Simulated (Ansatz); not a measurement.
Born–Oppenheimer molecular dynamics of CH₆OSi (9 atoms, charge 0, multiplicity 1). It starts at the highest image of a converged band. Of that band: Neighbouring images differ by up to 1.2 eV, so the band resolves the path poorly. A vibrational analysis at the climbing image gives one clearly imaginary mode, 1083i cm⁻¹: a first-order saddle point.

All numbers below come from RKS PBE/def2-SVP (Ansatz 0.2.0).

```yaml
ensemble: NVE (velocity Verlet)
time_step: 0.5 fs
steps_asked: 200
starting_velocities_drawn_for: 100 K
seed: 9705
```

First frame:

```xyz
9
Properties=species:S:1:pos:R:3
Si 0.433 0.076 -0.559
H -0.187 -0.271 1.007
H 0.965 0.175 0.875
O -0.542 1.377 -0.989
C -1.945 1.427 -0.797
H -2.207 1.473 0.286
H -2.340 2.338 -1.294
H -2.462 0.542 -1.233
H -0.282 -1.250 -0.693
```

(1) How far do the bonds stretch over the last three quarters of this one trajectory? (Pairs bonded in most of those frames.)

## Answers

(1) 
| bond | mean (Å) | spread (Å) | shortest | longest |
| --- | --- | --- | --- | --- |
| Si1–H2 | 1.561 | 0.077 | 1.41 | 1.71 |
| Si1–H3 | 1.564 | 0.087 | 1.39 | 1.71 |
| Si1–O4 | 1.695 | 0.036 | 1.63 | 1.77 |
| Si1–H9 | 1.560 | 0.070 | 1.41 | 1.70 |
| O4–C5 | 1.418 | 0.022 | 1.38 | 1.45 |
| C5–H6 | 1.116 | 0.010 | 1.10 | 1.14 |
| C5–H7 | 1.110 | 0.004 | 1.10 | 1.12 |
| C5–H8 | 1.117 | 0.009 | 1.10 | 1.13 |

Mean temperature of the second half: 1253 K. The conserved energy stayed within 0.33 meV per atom of its start (net change -0.046 meV per atom), so the integration is sound. The kinetic energy rose, since the run started high on the potential surface and went downhill. A run of 0.1 ps of so small a system gives no equilibrium averages. The orbitals stay closed-shell, which can raise the energy where a bond breaks towards radicals; this wasn't checked here.

Run time: 6.1 min on 1 thread of Arm Neoverse V1, with other jobs on the host, peak memory 0.13 GiB.
